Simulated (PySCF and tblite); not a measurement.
Values are calculated unless marked as measured or tabulated.
C₄H₈O, numbered as in [OH:1][CH2:2][CH:3]1[CH2:4][CH2:5]1.

Level: PBE0-D3(BJ)/pcSseg-1 (IEF-PCM, chloroform)//GFN2-xTB, thermal terms from GFN2-xTB, symmetry numbers and mirror pairs counted. Conformers within 2.5 kcal/mol (GFN2-xTB free energy) were kept, 10 at most. Couplings: B3LYP/6-31G* with pcJ-1 on H (gas phase; spin-dipole term only for pairs with B, N, F, Si or P). Couplings are for ¹H. H–H couplings come out 0.1 to 0.9 Hz lower than with pcJ-1 on all atoms. Of two unlike H on one atom, a is the less shielded (PBE0/pcSseg-1 (IEF-PCM, chloroform)). Codes: tblite and PySCF.

Torsions listed: H1–O1–C2–C3, O1–C2–C3–C4. Of a mirror pair one member is shown.

```
conformer       shape  weight %
        1  54°, -157°      65.0
        2    54°, 79°      18.4
        3   58°, -42°       9.4
        4   180°, 90°       7.2
```

Q: Give the couplings in each conformer and the averages at 298.15 K (pairs that fast motion interchanges averaged).

A: 
| coupling | pairs | 1 | 2 | 3 | 4 | average (Hz) |
| --- | --- | --- | --- | --- | --- | --- |
| ³J(H1,H2) | 2 | 8.2 | 7.8 | 8.8 | 1.2 | 7.7 |
| ²J(H2,H2) | 1 | -11.7 | -11.9 | -11.9 | -8.1 | -11.5 |
| ³J(H2,H3) | 2 | 6.5 | 7.0 | 1.9 | 6.1 | 6.1 |
| ³J(H3,H4a) | 2 | 9.1 | 8.9 | 9.6 | 9.2 | 9.1 |
| ³J(H3,H4b) | 2 | 4.5 | 4.2 | 5.0 | 4.5 | 4.5 |
| ²J(H4a,H4b) | 2 | -6.5 | -6.7 | -7.0 | -6.7 | -6.6 |
| ³J(H4a,H5b) | 2 | 5.1 | 5.4 | 5.5 | 5.4 | 5.2 |
| ³J(H4a,H5a) | 1 | 9.6 | 9.7 | 10.1 | 9.7 | 9.7 |
| ³J(H4b,H5b) | 1 | 10.4 | 10.3 | 10.6 | 10.3 | 10.4 |
